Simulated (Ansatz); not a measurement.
# Si2H2+ (quartet): from Hartree-Fock to the top rungs, def2-TZVPP

One table from this session's results is given with a row withheld; the runs are named, their logs left out.

Method: def2-TZVPP, core rule «outside noble gas», up to 10 orbitals frozen; program: Ansatz 0.2.0, Gaussian basis.

To be run: UHF; ROHF; CCSD(T) on UHF.

2 further runs of the same task are left out: 2 set aside as unsound or not needed.

## The geometry

The geometry is a PBE0/def2-TZVP stationary point (not a proven minimum) of the parent state, kept for this charge and spin.

4 atoms, charge 1, spin multiplicity 4.

Atoms are counted from 1 here; the program's logs count them from 0.

Bond lengths: Si1–Si2 2.273 Å, Si1–H3 1.514 Å, Si2–H4 1.514 Å. Angles: Si2–Si1–H3 104.6°, Si1–Si2–H4 104.6°.

Set-up of the first run:

in.yaml reads:

```yaml
crystal:
  periodic: [false, false, false]
  atoms:
    - {symbol: Si, position_ang: [0.000000, -0.135595, 1.128508]}
    - {symbol: Si, position_ang: [0.000000, 0.135595, -1.128508]}
    - {symbol: H, position_ang: [0.000000, 1.273421, 1.682307]}
    - {symbol: H, position_ang: [0.000000, -1.273421, -1.682307]}
basis:
  gaussian: {orbitals: def2-TZVPP}
total_charge: 1
magnetization: {spin_polarized: true, initial_magnetization: 3}
hamiltonian: {xc: hf}
output: {orbitals: {seedname: orbitals}}
```

The run is started by

```bash
ansatz run in.yaml --threads 1 --pin off --events-out ev --progress --plain --max-ram 4096MiB --backend cpu
```

Steps of the session up to this table: UHF; ROHF; CCSD(T) on UHF.

One table of the session follows, with a row left open; its other results are not shown here.

| method | from UCCSD(T) (kJ/mol) |
| --- | --- |
| ROHF | ? |
| UHF | +506.2 |
| UMP2 | +110.6 |
| UCCSD | +21.5 |
| UCCSD(T) | 0 |

**Question.** Estimate the row for ROHF.

**Answer.** from UCCSD(T) (kJ/mol): +514.0. In the column «from UCCSD(T) (kJ/mol)» it is the highest.
